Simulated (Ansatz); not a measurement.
Bi2Te2Se (R-3m, No. 166; cell taken from a computed entry) was calculated with PBE0 (plane waves, PAW; Ansatz, an electronic-structure program).

Run with plane-wave cutoff 460 eV, 6×6×6 k mesh, Fermi–Dirac smearing 0.01 eV, scalar-relativistic PAW data made under PBE.

Cell (relaxed with PBEsol):

```
CELL_PARAMETERS angstrom
      2.14428     1.23800     9.95288
     -2.14428     1.23800     9.95288
      0.00000    -2.47600     9.95288
ATOMIC_POSITIONS crystal
  Bi 0.60560 0.60560 0.60560
  Bi 0.39440 0.39440 0.39440
  Te 0.21312 0.21312 0.21312
  Te 0.78688 0.78688 0.78688
  Se 0.00000 0.00000 0.00000
```

### Question
Predict the band gap.

### Answer

band gap: 0.93 eV (on the SCF k mesh)

Note: cell and atoms aren't relaxed at this level (largest force component 0.27 eV/Å, pressure 1.0 GPa); this cell isn't known to be the ambient phase, and symmetry holds it in the calculation.

Spin–orbit coupling is not included; with these elements it can move the gap by several tenths of an eV or more.

Computed values are for the static lattice.
